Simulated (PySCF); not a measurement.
**Calculated NMR parameters of Phthalazine**

```
Formula                               : C8H6N2
SMILES                                : c1ccc2cnncc2c1
InChI                                 : InChI=1S/C8H6N2/c1-2-4-8-6-10-9-5-7(8)3-1/h1-6H
Point group of the computed structure : C2v
Degrees of unsaturation               : 7
Carbon signals                        : 4
Proton signals                        : 3
```

Numbering as in the mapped SMILES `[cH:1]1[cH:2][cH:3][c:4]2[cH:5][n:6][n:7][cH:8][c:9]2[cH:10]1`. Hydrogens are named by the atom that carries them.

- shieldings: GIAO KT3/pcSseg-1
- B3LYP/pcJ-1 coupling constants (without the spin–dipole term)
- geometry: PBE0-D3(BJ)/def2-SVP
- code: PySCF 2.14
- fast rotation and ring inversion assumed for equivalent nuclei, no solvent, non-relativistic Hamiltonian, single conformer

Referencing at the same level of theory: 1H (σref 31.32), 13C (σref 182.31) against TMS; NH3 for 15N (σref 262.01).

| carbon | δC, type | δH (multiplicity, J in Hz) | HMBC from (abs. J ≥ 3 Hz) | span of the C tensor (ppm) |
| --- | --- | --- | --- | --- |
| C1/C2 | 124.9, CH | 7.69 (m) | H(C3)/H(C10) | 213 |
| C3/C10 | 120.2, CH | 7.60 (m) | H(C5)/H(C8), H(C1)/H(C2) | 190 |
| C4/C9 | 116.0, C | – | H(C5)/H(C8), H(C1)/H(C2), H(C3)/H(C10) | 208 |
| C5/C8 | 140.8, CH | 9.19 (s) | H(C3)/H(C10) | 196 |

Other nuclei:
```
atoms  nucleus                  environment  δ (ppm)  σ (ppm)
N6/N7      15N  pyridine-type ring nitrogen    400.4   -138.3
```

Selected couplings (Hz, signed; the shortest-range and largest first, 30 at most; isotopes 13C, 1H, 15N): 1J(C5,H(C5)) 189.6, 1J(C3,H(C3)) 169.9, 1J(C1,H(C1)) 168.9, 2J(N6,H(C5)) -14.8, 3J(H(C1),H(C10)) 9.1, 3J(N6,H(C8)) -4.7.

Carbon types of the structure: 2 × C, 6 × CH, which accounts for all hydrogens. δC 140.8: aromatic CH next to a ring nitrogen; the adjacent pyridine-type nitrogen withdraws density from it. δC 124.9, 120.2: aromatic CH. δC 116.0: ring-fusion aromatic carbon. δH 9.19: hydrogen on an aromatic CH next to a ring nitrogen; ring current plus the neighbouring ring nitrogen. δH 7.69, 7.60: hydrogen on an aromatic CH; aromatic region.

Multiplet labels drop couplings under 1 Hz and merge nearly equal ones. Couplings among chemically equivalent protons are left out too, so labels in AA′BB′ or AA′XX′ sets are apparent multiplicities. Unscaled 3J(H,H) at this level run about 10 % above measured values. Shifts are as computed, not scaled to solution data. Of 1211 compounds with measured shifts, 218 miss one by over three times the rms of a fit or turn the order of signals round; such compounds aren't used in these exercises. Experimental scales use liquid or dissolved standards, which lie at an offset from isolated NH3 (liquid NH3: subtract about 20 ppm). Unscaled 15N shifts of sp2 nitrogen come out 20 to 40 ppm too high even then.
